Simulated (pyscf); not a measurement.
One hydrogen abstraction on the doublet surface with elements of a group swapped. ωB97M-D3(BJ)/def2-TZVP, kcal/mol, from the separated reactants. Optimised with ωB97X-D3(BJ)/def2-SVP in PySCF.

```tsv
step	barrier	reaction energy	imaginary mode (i cm⁻¹)
`[CH2][I]` [doublet] + `[H][H]` → `[CH3][I]` + `[H]` [doublet]	12.4	-0.1	1483
`[CH2][F]` [doublet] + `[H][H]` -> `[CH3][F]` + `[H]` [doublet]	12.5	+0.6	1428
`[CH2][Br]` [doublet] + `[H][H]` → `[CH3][Br]` + `[H]` [doublet]	12.8	+0.4	1488
`[CH2][Cl]` [doublet] + `[H][H]` → `[CH3][Cl]` + `[H]` [doublet]	…	…	1495
```

**Question.** What belongs in the gaps?

**Answer.** 
- `[CH2][Cl]` [doublet] + `[H][H]` → `[CH3][Cl]` + `[H]` [doublet], barrier: 13.7
- `[CH2][Cl]` [doublet] + `[H][H]` → `[CH3][Cl]` + `[H]` [doublet], reaction energy: +1.9

Each row is the saddle that its search found. Elements up to Kr have no core potential and no relativistic terms here. Elements past Kr carry the def2 core potentials, without spin-orbit coupling.
